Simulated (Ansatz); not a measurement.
Species: H$_{2}$N, SMILES `[NH2]` (charge 0, multiplicity 2).

### Question
Give a relaxed geometry from B3LYP-D3(BJ)/def2-TZVP (Ansatz, a program for electronic structure).

### Answer
the end point of this relaxation (outside a Z-matrix the atoms follow the SMILES, hydrogens last).
Z-matrix (Å, degrees):
```
N
H 1 1.0284
H 1 1.0284 2 103.25
```
